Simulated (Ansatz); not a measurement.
Write a Python script for Ansatz 0.2.0, Python API that makes a relaxed scan of one distance of AlCl2, SMILES [Cl][Al][Cl]. Use (for the species named): B3LYP, def2-SVP basis, multiplicity 2.

Input file `alcl2.xyz`:
```text
3

Cl    1.47060    0.93230    0.89750
Al   -0.46350    0.54180   -0.19190
Cl   -1.01800   -1.53890   -0.71880
```

Script `alcl2_relaxed_scan.py`:
```python
import warnings

import ansatz
import numpy as np

warnings.simplefilter("ignore", ansatz.DeckWarning)

mol = ansatz.Crystal.molecule_from_extxyz("alcl2.xyz")

calc = mol.calculation()
calc = calc.basis(gaussian="def2-SVP").functional("b3lyp")
calc = calc.spin("collinear", total=1)
symbols = [site.symbol for site in mol.cartesian_sites]
pairs = [(0, 1), (1, 2)]
print("held (A)   E (eV)        ", "  ".join(f"{symbols[i]}{i}-{symbols[j]}{j}" for i, j in pairs))
for length in [2.04, 2.22, 2.39, 2.66, 2.99]:
    report = calc.relax(constraints=[ansatz.DistanceConstraint((1, 2), at=length)], force_tolerance=0.02, max_steps=60).run(threads=1, backend="cpu").report
    xyz = np.array(report["positions_ang"])
    print(f"{length:6.2f} {report['free_energy_ev']:14.5f}  ", "  ".join(f"{np.linalg.norm(xyz[i] - xyz[j]):.3f}" for i, j in pairs))
```

`python alcl2_relaxed_scan.py` gives:
```text
held (A)   E (eV)         Cl0-Al1  Al1-Cl2
  2.04   -31636.09026   2.125  2.040
  2.22   -31636.08447   2.119  2.220
  2.39   -31635.78311   2.115  2.390
  2.66   -31635.12570   2.111  2.660
  2.99   -31634.40215   2.114  2.990
```

Total energies depend on the basis set; only differences at equal settings carry meaning. The energies are electronic: no zero-point or thermal terms, and the basis set is short of its limit. The run takes the species as open-shell (spin multiplicity 2), which needn't be its ground state. b3lyp holds the VWN-RPA fit, as in Gaussian; the form of ORCA and Turbomole is b3lyp5. The script silences the warnings on its input, which a real study should read. Wall time of the script: 59 s on 1 thread of Arm Neoverse V1, with other jobs on the host, peak memory 0.21 GiB.
